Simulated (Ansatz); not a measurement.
propane (C3H8), SMILES CCC.

Geometry: ωB97X-D3(BJ)/def2-SVP.

Two levels are set side by side: PBE/def2-SVPD (Ansatz, a first-principles code) and PBE0/def2-SVPD (Ansatz). Energy differences of separate SCF runs at the same geometry; the states with an electron removed or added have multiplicity 2 and 2. Differences are taken from unrounded values.

```json
[
 {"quantity": "vertical ionisation energy (eV)", "PBE0": "11.47", "PBE": "11.04", "PBE minus PBE0": "-0.42"},
 {"quantity": "vertical singlet–triplet gap (eV)", "PBE0": "8.58", "PBE": "7.99", "PBE minus PBE0": "-0.59"}
]
```
